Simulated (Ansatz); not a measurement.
## BF⁺, quartet: the ladder up to full CI

Geometry: that of the BF⁺, doublet, kept fixed. The doublet lies 10.0 eV lower here.

```csv
atom,x (Å),y (Å),z (Å)
B,0.0000,0.0000,0.0000
F,0.0000,0.0000,1.2123
```

Basis 6-31G; Ansatz 0.2.0. Correlated methods freeze the noble-gas cores, which leaves 9 electrons in 16 orbitals. R marks a restricted (for open shells ROHF) determinant, U an unrestricted one. Active spaces: valence = (9e, 8o) chosen from the atoms' valence shells.

Full CI is exact within this basis and frozen core; it isn't the basis-set limit. The frozen core follows each run's orbitals, which can shift R against U totals by a few meV.

For open shells CISD and CISDTQ are restricted-active-space CI with the open shells as a complete middle space. The determinant fills πx and πy unequally, so it is a mixture of Σ and Δ, which weighs on every level built on one determinant.

The UHF ⟨S²⟩ is 3.751 and the T1 diagnostic (RCCSD) is 0.0111. The largest doubles amplitude (RCCSD) is 0.211 and the T1 diagnostic (UCCSD) is 0.0097.

| level | E − E(full CI) (kcal/mol) | share of correlation (%) | wall time |
| --- | --- | --- | --- |
| RHF | 66.66 | 0.00 | – |
| UHF | 66.01 | 0.98 | – |
| RMP2 | 12.41 | 81.39 | – |
| UMP2 | 12.26 | 81.60 | – |
| CISD | 7.21 | 89.19 | 0.72 s |
| RCCSD | 5.73 | 91.41 | – |
| UCCSD | 5.70 | 91.44 | – |
| RCCSD(T) | 3.95 | 94.08 | 0.63 s |
| UCCSD(T) | 3.92 | 94.12 | 0.63 s |
| BCCD(T) | 3.91 | 94.13 | 0.81 s |
| RCCSDT* | 0.16 | 99.76 | – |
| UCCSDT* | 0.14 | 99.78 | – |
| CISDTQ | 0.37 | 99.44 | 7.5 s |
| RCCSDT(Q)* | -0.06 | 100.09 | 4 s |
| UCCSDT(Q)* | -0.08 | 100.13 | 7 s |
| RCCSDTQ* | 0.01 | 99.99 | 32 s |
| UCCSDTQ* | -0.01 | 100.01 | 33 s |
| CASSCF (valence space) | 47.12 | 29.31 | – |
| NEVPT2 (valence space) | 8.17 | 87.75 | 1.6 s |
| MRCISD (valence space) | 1.30 | 98.05 | – |
| MRCISD+Q (valence space) | 0.40 | 99.40 | 2.3 s |
| MRCISD+Q(relaxed) (valence space) | 0.14 | 99.80 | 2.5 s |

An asterisk marks runs whose energy the program itself flagged as in doubt.

The correlation energy at full CI, counted from RHF, is -2.891 eV. That run took 17 s on 1 thread of Arm Neoverse V1, shared host over 1,120,064 determinants.

Times hold each run's SCF and search for its determinant on a shared host, so for small cases they say little of a method's own cost; they ran on 1 thread of Arm Neoverse V1.

The full-CI state has the irrep A1 of C2v, in the program's axes (one component, if the state is degenerate).

Natural occupations of full CI about the gap: 1.991 1.981 1.490 1.490 0.998 0.502 0.502 0.016 0.008 0.008; effectively unpaired electrons, Σ n²(2−n)², 3.29. No single determinant describes this state well, so single-reference rows can miss without a flag.
